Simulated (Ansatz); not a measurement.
**Zinc, hcp: convergence with Gaussian smearing**

Computed with Ansatz, PBE, scalar-relativistic PAW, on the relaxed cell (a = 2.656 Å, c = 4.962 Å (c/a = 1.869); spin not included). Errors count from a run at 420 eV on a Γ-centred 22×22×11 mesh with Fermi-Dirac smearing of 0.1 eV, extrapolated to zero width. Fixed here: cutoff 420 eV, mesh 14×14×7. The SCF starts from atomic densities corrected by a trained network.

```
width (eV)  E(σ→0) error (meV/atom)  F error (meV/atom)  P (GPa)  SCF iterations
      0.01                      5.9                 5.9     0.10               6
      0.03                      5.9                 5.7     0.08               6
       0.1                      5.5                 4.6     0.09               6
       0.2                      5.1                 2.3     0.13               6
       0.6                      4.1               -18.9     0.43               6
       1.0                      5.1               -59.7     1.01               7
```

What does the run at 0.3 give (width)?

E(σ→0) error (meV/atom): 4.9; F error (meV/atom): -1.2; P (GPa): 0.17; SCF iterations: 6.
